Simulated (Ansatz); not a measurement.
Consider the ligand exchange at the Si–C bond: `CC(C)[SiH3]` + `O[SiH3]` → `[SiH3]O[SiH3]` + `CCC`.

Gas-phase electronic energies from Ansatz, PBE0-D4/def2-TZVP geometries. CCSD(T)/CBS is the MP2 limit (def2-TZVPP, def2-QZVPP) plus CCSD(T) − MP2 in def2-TZVPP, frozen cores. DFT in def2-TZVPP. B3LYP here is the variant with VWN-RPA as its local correlation; programs differ in this. HSE06 is defined as in plane-wave codes.

`CC(C)[SiH3]`:

Z-matrix (Å, degrees):
```
C
C 1 1.526
H 1 1.093 2 112.1
H 1 1.095 2 110.9 3 120.4
H 1 1.095 2 111.1 3 -120.4
C 2 1.526 1 111.4 3 -177.7
Si 2 1.884 1 111.1 3 57.8
H 2 1.098 1 108.5 3 -58.4
H 6 1.093 2 112.1 1 177.6
H 6 1.094 2 111.1 1 -61.9
H 6 1.095 2 110.9 1 57.3
H 7 1.489 2 110.8 1 -178.1
H 7 1.490 2 109.9 1 62.2
H 7 1.489 2 110.8 1 -57.5
```

`O[SiH3]`:

Z-matrix (Å, degrees):
```
Si
O 1 1.648
H 1 1.489 2 111.7
H 1 1.489 2 111.7 3 120.9
H 1 1.481 2 105.9 3 -119.6
H 2 0.957 1 117.9 3 -60.5
```

`[SiH3]O[SiH3]`:

Z-matrix (Å, degrees):
```
Si
O 1 1.634
H 1 1.483 2 108.3
H 1 1.487 2 110.2 3 119.9
H 1 1.487 2 110.2 3 -119.9
Si 2 1.634 1 147.6 3 179.6
H 6 1.483 2 108.2 1 -179.7
H 6 1.487 2 110.2 1 60.4
H 6 1.487 2 110.2 1 -59.9
```

`CCC`:

```xyz
11

C    -0.442   -0.651    1.016
C     0.227    0.498    0.280
C     0.273    0.282   -1.224
H     0.088   -1.591    0.841
H    -1.473   -0.787    0.678
H    -0.466   -0.478    2.095
H    -0.303    1.431    0.499
H     1.245    0.633    0.661
H     0.757    1.116   -1.737
H    -0.734    0.176   -1.636
H     0.826   -0.628   -1.473
```

```json
{"level": "LDA (SPW92)", "ΔE (kJ/mol)": "-98.2", "difference from CCSD(T)/CBS": "18.4"}
{"level": "PBE-D4", "ΔE (kJ/mol)": "-101.3", "difference from CCSD(T)/CBS": "15.3"}
{"level": "revPBE-D4", "ΔE (kJ/mol)": "-98.9", "difference from CCSD(T)/CBS": "17.7"}
{"level": "BLYP-D4", "ΔE (kJ/mol)": "-114.9", "difference from CCSD(T)/CBS": "1.7"}
{"level": "r2SCAN-D4", "ΔE (kJ/mol)": "-115.2", "difference from CCSD(T)/CBS": "1.4"}
{"level": "B97M-V", "ΔE (kJ/mol)": "-119.3", "difference from CCSD(T)/CBS": "-2.7"}
{"level": "PBE0-D4", "ΔE (kJ/mol)": "-108.1", "difference from CCSD(T)/CBS": "8.5"}
{"level": "B3LYP-D4", "ΔE (kJ/mol)": "-120.3", "difference from CCSD(T)/CBS": "-3.7"}
{"level": "r2SCANh-D4", "ΔE (kJ/mol)": "-116.3", "difference from CCSD(T)/CBS": "0.3"}
{"level": "r2SCAN0-D4", "ΔE (kJ/mol)": "-117.9", "difference from CCSD(T)/CBS": "-1.3"}
{"level": "HSE06-D4", "ΔE (kJ/mol)": "-108.1", "difference from CCSD(T)/CBS": "8.5"}
{"level": "BHLYP-D4", "ΔE (kJ/mol)": "-130.1", "difference from CCSD(T)/CBS": "-13.5"}
{"level": "CAM-B3LYP-D4", "ΔE (kJ/mol)": "-124.2", "difference from CCSD(T)/CBS": "-7.6"}
{"level": "ωB97X-V", "ΔE (kJ/mol)": "-116.4", "difference from CCSD(T)/CBS": "0.2"}
{"level": "ωB97M-V", "ΔE (kJ/mol)": "-114.5", "difference from CCSD(T)/CBS": "2.1"}
{"level": "B2PLYP", "ΔE (kJ/mol)": "-123.9", "difference from CCSD(T)/CBS": "-7.3"}
{"level": "PBE-QIDH", "ΔE (kJ/mol)": "-115.7", "difference from CCSD(T)/CBS": "0.9"}
{"level": "PBE", "ΔE (kJ/mol)": "-104.7", "difference from CCSD(T)/CBS": "11.9"}
{"level": "revPBE", "ΔE (kJ/mol)": "-107.2", "difference from CCSD(T)/CBS": "9.4"}
{"level": "BLYP", "ΔE (kJ/mol)": "-122.0", "difference from CCSD(T)/CBS": "-5.4"}
{"level": "PBE0", "ΔE (kJ/mol)": "-111.0", "difference from CCSD(T)/CBS": "5.6"}
{"level": "B3LYP", "ΔE (kJ/mol)": "-125.6", "difference from CCSD(T)/CBS": "-9.0"}
{"level": "r2SCANh", "ΔE (kJ/mol)": "-117.3", "difference from CCSD(T)/CBS": "-0.7"}
{"level": "r2SCAN0", "ΔE (kJ/mol)": "-119.0", "difference from CCSD(T)/CBS": "-2.4"}
{"level": "CAM-B3LYP", "ΔE (kJ/mol)": "-127.1", "difference from CCSD(T)/CBS": "-10.5"}
{"level": "LC-ωPBE", "ΔE (kJ/mol)": "-114.5", "difference from CCSD(T)/CBS": "2.1"}
{"level": "RPA@PBE/def2-TZVPP", "ΔE (kJ/mol)": "-116.5", "difference from CCSD(T)/CBS": "0.1"}
{"level": "HF/def2-SVP", "ΔE (kJ/mol)": "-139.4", "difference from CCSD(T)/CBS": "-22.8"}
{"level": "CCSD/def2-SVP", "ΔE (kJ/mol)": "-117.4", "difference from CCSD(T)/CBS": "-0.8"}
{"level": "CCSD(T)/def2-SVP", "ΔE (kJ/mol)": "-113.9", "difference from CCSD(T)/CBS": "2.7"}
{"level": "HF/def2-TZVPP", "ΔE (kJ/mol)": "-147.5", "difference from CCSD(T)/CBS": "-30.9"}
{"level": "MP2/def2-TZVPP", "ΔE (kJ/mol)": "-116.5", "difference from CCSD(T)/CBS": "0.1"}
{"level": "CCSD/def2-TZVPP", "ΔE (kJ/mol)": "-121.0", "difference from CCSD(T)/CBS": "-4.4"}
{"level": "CCSD(T)/def2-TZVPP", "ΔE (kJ/mol)": "-116.4", "difference from CCSD(T)/CBS": "0.2"}
{"level": "HF/def2-QZVPP", "ΔE (kJ/mol)": "-149.7", "difference from CCSD(T)/CBS": "-33.1"}
{"level": "MP2/def2-QZVPP", "ΔE (kJ/mol)": "-117.4", "difference from CCSD(T)/CBS": "-0.8"}
{"level": "SCS-MP2/def2-QZVPP", "ΔE (kJ/mol)": "-124.0", "difference from CCSD(T)/CBS": "-7.4"}
{"level": "HF/CBS(def2)", "ΔE (kJ/mol)": "-150.0", "difference from CCSD(T)/CBS": "-33.4"}
{"level": "MP2/CBS(def2)", "ΔE (kJ/mol)": "-116.7", "difference from CCSD(T)/CBS": "-0.1"}
{"level": "CCSD/CBS(def2)", "ΔE (kJ/mol)": "-121.2", "difference from CCSD(T)/CBS": "-4.6"}
{"level": "CCSD(T)/CBS", "ΔE (kJ/mol)": "-116.6", "difference from CCSD(T)/CBS": "0"}
```

(1) What do rigid-rotor, harmonic-oscillator terms from PBE0-D4/def2-TZVP frequencies (298.15 K, 1 bar) make of the CCSD(T)/CBS value? (An estimate is asked.)

Largest T1 diagnostic among the species: 0.011.

## Answers

(1) Ansatz gave: ΔZPE = +4.2 kJ/mol, ΔH = -112.1 kJ/mol, ΔS = 16 J/(mol·K), ΔG = -116.8 kJ/mol. Modes under 50 cm⁻¹ make the entropy rough.

In def2-TZVPP, CCSD(T) changes the Hartree–Fock value by +31.2 kJ/mol (the triples alone add +4.6 kJ/mol) and MP2 by +31.0 kJ/mol. From PBE to PBE0 (25 % exact exchange), in def2-TZVPP and without D4, ΔE moves by −6.3 kJ/mol. Leaving LDA and LC-ωPBE aside and taking each functional with its dispersion term where it has one, the values spread over 31.2 kJ/mol, from BHLYP-D4 to revPBE-D4. LDA lies +6.4 kJ/mol from PBE without D4.
